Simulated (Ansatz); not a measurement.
**BH₄ (doublet): from Hartree-Fock to the top rungs at distance H1–H2 along a hydrogen transfer = 0.881 Å, 6-31G**

How much of the correlation energy of BH₄ (doublet) does each wave-function method recover here?

The runs use Ansatz 0.2.0, Gaussian basis; 6-31G, core rule «outside noble gas», up to 1 orbitals frozen.

Plan: UHF; CCSD(T) on ROHF; CCSD(T) on UHF; BCCD(T) on ROHF; CISD; CCSDT(Q) on ROHF; CCSDT(Q) on UHF; CISDTQ; CCSDTQ on ROHF; CCSDTQ on UHF; CASSCF and MRCISD+Q, 3 electrons in 3 orbitals; CASSCF and NEVPT2, 3 electrons in 3 orbitals; CASSCF and MRCISD+Q, 7 electrons in 8 orbitals; CASSCF and NEVPT2, 7 electrons in 8 orbitals; Full CI.

7 further runs of the same task are left out: 3 that didn't finish, 4 set aside as unsound or not needed.

**1. The system**

The geometry derives from fragments relaxed apart (PBE0/def2-TZVP) and kept rigid, so it is no stationary point. A hydrogen atom is moved between rigid fragments.

5 atoms, charge 0, spin multiplicity 2.

Atoms are counted from 1 here; the program's logs count them from 0.

Bond lengths: H2–B3 1.272 Å, B3–H4 1.191 Å, B3–H5 1.191 Å. Angles: H2–B3–H4 115.3°, H2–B3–H5 115.3°, H4–B3–H5 129.4°.

**2. UHF**

in.yaml reads:

```yaml
crystal:
  periodic: [false, false, false]
  atoms:
    - {symbol: H, position_ang: [-1.989556, 0.000000, 0.000000]}
    - {symbol: H, position_ang: [-1.108556, 0.000000, 0.000000]}
    - {symbol: B, position_ang: [0.163444, 0.000000, 0.000000]}
    - {symbol: H, position_ang: [0.672517, 0.000000, 1.077008]}
    - {symbol: H, position_ang: [0.672518, 0.000000, -1.077008]}
basis:
  gaussian: {orbitals: 6-31G}
magnetization: {spin_polarized: true, initial_magnetization: 1}
hamiltonian: {xc: hf}
output: {orbitals: {seedname: orbitals}}
```

Launch:

```sh
ansatz run in.yaml --threads 1 --pin off --events-out ev --progress --plain --max-ram 2393MiB
```

The runs that follow: CCSD(T) on ROHF; CCSD(T) on UHF; BCCD(T) on ROHF; CISD; CCSDT(Q) on ROHF; CCSDT(Q) on UHF; CISDTQ; CCSDTQ on ROHF; CCSDTQ on UHF; CASSCF and MRCISD+Q, 3 electrons in 3 orbitals; CASSCF and NEVPT2, 3 electrons in 3 orbitals; CASSCF and MRCISD+Q, 7 electrons in 8 orbitals; CASSCF and NEVPT2, 7 electrons in 8 orbitals; Full CI.

Before running them: what should the planned runs give, taken together? Wanted: FCI below the RHF energy; RMP2 from FCI; UMP2 from FCI; RCCSD from FCI; RCCSD(T) from FCI; UCCSD(T) from FCI; RCCSDT(Q) from FCI; UCCSDT(Q) from FCI; NEVPT2 pair from FCI.

**Answer**, as computed:

| quantity | value |
| --- | --- |
| FCI below the RHF energy | -2.3501 eV |
| RMP2 from FCI | +55.9 kJ/mol |
| UMP2 from FCI | +55.8 kJ/mol |
| RCCSD from FCI | +3.8 kJ/mol |
| RCCSD(T) from FCI | +1.0 kJ/mol |
| UCCSD(T) from FCI | +1.0 kJ/mol |
| RCCSDT(Q) from FCI | 0.0 kJ/mol |
| UCCSDT(Q) from FCI | 0.0 kJ/mol |
| NEVPT2 pair from FCI | +44.9 kJ/mol |
| NEVPT2 valence from FCI | +20.4 kJ/mol |
| MRCISD+Q valence from FCI | +0.5 kJ/mol |
| levels within 1 kcal/mol (43 meV) | RCCSD, UCCSD, RCCSD(T), UCCSD(T), BCCD(T), RCCSDT, UCCSDT, CISDTQ, RCCSDT(Q), UCCSDT(Q), RCCSDTQ, UCCSDTQ, MRCISD valence, MRCISD+Q valence |
| T1 diagnostic | 0.019 |
| effectively unpaired electrons | 1.02 |

RCCSD(T) misses by +1.0 kJ/mol, 0.4 % of the correlation energy. One determinant dominates. Of the multireference levels listed MRCISD+Q valence comes nearest in total energy (+0.5 kJ/mol), which doesn't show that its space is the better one. These misses are within one basis, not against nature; the frozen cores of restricted and unrestricted runs differ, which can shift their rows.
